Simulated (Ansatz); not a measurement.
**Forces away from equilibrium**

CH2Li2, closed shell, displaced at random from a GFN2-xTB minimum.

Li1  (-0.718, -1.023, 1.192)
C2  (-0.122, 0.156, -0.122)
Li3  (1.709, -0.372, -0.257)
H4  (-0.202, 1.240, 0.219)
H5  (-0.632, 0.035, -1.040)
(Å)

Computed with Ansatz 0.2.0 (basis: def2-TZVPP); correlated methods freeze the cores. The outer core shell of Li, Na, Mg and K is correlated.

CCSD(T) forces from the calculation:
| atom | Fx | Fy | Fz (eV/Å) |
| --- | --- | --- | --- |
| Li1 | -0.485 | -0.382 | 0.554 |
| C2 | 0.636 | 1.425 | 1.305 |
| Li3 | 0.430 | 0.095 | -0.212 |
| H4 | 0.106 | -1.023 | -0.344 |
| H5 | -0.689 | -0.116 | -1.303 |

Task: Which atom feels the largest CCSD(T) force, and how large is it?

Result: C2, 2.03 eV/Å, along (0.31, 0.70, 0.64).

Root-mean-square difference of the force components from those of CCSD(T): PBE0-D4 0.080; wB97M-V 0.062; r2SCAN-D4 0.061; PBE-D4 0.113; BLYP-D4 0.075; HSE06-D4 0.080 eV/Å.

No T1 diagnostic of these runs exceeds 0.017. The restricted Hartree–Fock reference is unstable towards an unrestricted one here.

For scale, one of the runs: CCSD(T)/def2-TZVPP forces, 97 basis functions (an equivalent command: `ansatz run in.yaml --threads 4`). Hardware: 4 CPU threads, shared host. Wall time about 4.4 s.
